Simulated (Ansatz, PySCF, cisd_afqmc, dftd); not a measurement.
Species: CH$_{3}$O, charge 0, doublet. CH3O (SMILES [CH2]O, doublet).
B3LYP-D3(BJ)/def2-TZVP minimum from Ansatz (a program for electronic structure):
```
C
O 1 1.3645
H 2 0.9632 1 109.87
H 1 1.0785 2 113.74 3 175.53
H 1 1.0823 4 121.49 2 153.15
```
Charge 0, spin multiplicity 2.

Wanted: enthalpy of formation at 298 K (by atomisation, with ideal-gas terms from PySCF's Hessian at B3LYP-D3(BJ)/def2-TZVP and the atoms' measured values of the G2/97 table; no spin-orbit terms), in kcal/mol. Open shells are spin-unrestricted; no spin-orbit coupling. Cores are frozen in correlated methods. Rows without X2C or -DK are non-relativistic. AFQMC/CISD: phaseless, guided by CISD from CCSD amplitudes; bars are statistical, one sigma. Outlying blocks are dropped, and bars are widened where a walk drifts. Over all cases where full CI ran beside it in this data, AFQMC minus full CI had a median of +0.1 mEh and passed +0.4 mEh in a tenth of the cases. CBS(X,Y): correlation extrapolated as X^-3, Hartree-Fock from the larger set (Q,5: extrapolated as (X+1)exp(-9√X)). A bracket is a step between two methods taken in the basis named. The functionals are non-relativistic, so their misses hold any scalar relativity. '+ core + X2C': CCSD(T) terms for core correlation (cc-pwCVTZ) and scalar relativity (cc-pVTZ-DK). Where a partner has so few electrons that a lower coupled-cluster level is exact, that level stands in.

Measured: -3.8 kcal/mol, -16.1 kJ/mol (Active Thermochemical Tables 1.112 (ions: stationary electron), as tabulated in the package chemicals); atomic spin-orbit terms, which the calculations lack, would raise the computed values.

```json
[
 {"level": "HF/CBS(cc-pVQZ,cc-pV5Z)", "program": "Ansatz", "enthalpy of formation at 298 K (kcal/mol)": "115.5", "error against that value": "119.3"},
 {"level": "PBE-D4/def2-TZVPD", "program": "Ansatz + dftd4", "enthalpy of formation at 298 K (kcal/mol)": "-15.8", "error against that value": "-12.0"},
 {"level": "r2SCAN-D4/def2-TZVPD", "program": "Ansatz + dftd4", "enthalpy of formation at 298 K (kcal/mol)": "-7.1", "error against that value": "-3.3"},
 {"level": "CAM-B3LYP-D3(BJ)/def2-TZVPD", "program": "Ansatz + dftd3", "enthalpy of formation at 298 K (kcal/mol)": "-7.4", "error against that value": "-3.6"},
 {"level": "CAM-B3LYP-D4/def2-TZVPD", "program": "Ansatz + dftd4", "enthalpy of formation at 298 K (kcal/mol)": "-7.4", "error against that value": "-3.6"},
 {"level": "wB97M-V/def2-TZVPD", "program": "Ansatz", "enthalpy of formation at 298 K (kcal/mol)": "-4.2", "error against that value": "-0.4"},
 {"level": "MP2/aug-cc-pVDZ", "program": "Ansatz", "enthalpy of formation at 298 K (kcal/mol)": "17.8", "error against that value": "21.6"},
 {"level": "MP2/cc-pVQZ", "program": "Ansatz", "enthalpy of formation at 298 K (kcal/mol)": "-5.1", "error against that value": "-1.3"},
 {"level": "MP2/CBS(aug-cc-pVTZ,aug-cc-pVQZ)", "program": "Ansatz", "enthalpy of formation at 298 K (kcal/mol)": "-10.2", "error against that value": "-6.4"},
 {"level": "CCSD/cc-pVTZ", "program": "Ansatz", "enthalpy of formation at 298 K (kcal/mol)": "13.5", "error against that value": "17.3"},
 {"level": "CCSD(T)/CBS(aug-cc-pVTZ,aug-cc-pVQZ)", "program": "Ansatz", "enthalpy of formation at 298 K (kcal/mol)": "-3.7", "error against that value": "0.1"},
 {"level": "CCSDT(Q)/cc-pVDZ", "program": "Ansatz", "enthalpy of formation at 298 K (kcal/mol)": "31.2", "error against that value": "35.0"},
 {"level": "AFQMC/CISD/cc-pVTZ", "program": "cisd_afqmc", "enthalpy of formation at 298 K (kcal/mol)": "7.2 ± 0.2", "error against that value": "11.0"},
 {"level": "CCSD(T)/CBS(cc-pVQZ,cc-pV5Z) + [CCSDT(Q) - CCSD(T)]/cc-pVDZ + core + X2C", "program": "Ansatz", "enthalpy of formation at 298 K (kcal/mol)": "-4.7", "error against that value": "-0.9"}
]
```
